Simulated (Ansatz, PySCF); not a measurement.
Process, species as SMILES: CCl (CH3Cl) → CCl (CH3Cl) as doublet, charge +1 + e-
Geometries: B3LYP-D3(BJ)/def2-TZVP minima from Ansatz (an electronic-structure program).

Property: adiabatic ionisation energy (0 K, with B3LYP-D3(BJ) harmonic zero-point energies from PySCF), in eV. Valence correlation only, unless marked. Open shells are spin-unrestricted. No spin-orbit coupling. No relativistic terms. CBS marks a two-point X^-3 extrapolation of the correlation energy; Hartree-Fock from the larger set. The bracket is a focal-point correction in the basis named.

RI-MP2/CBS(aug-cc-pV(T+d)Z,aug-cc-pV(Q+d)Z)+[CCSD(T)-MP2]/aug-cc-pV(T+d)Z (Ansatz) gives 11.29 eV.

### Question
Another calculation gave 11.10 eV. Which level was it?
(A) HF/def2-TZVPD (PySCF)
(B) B97M-V/def2-TZVPD (Ansatz)
(C) SVWN5/def2-TZVPD (Ansatz)
(D) BLYP/def2-TZVPD (Ansatz)

### Answer
B, B97M-V/def2-TZVPD (Ansatz). The others give 10.16 (HF), 10.79 (BLYP), 10.99 (SVWN5) eV.
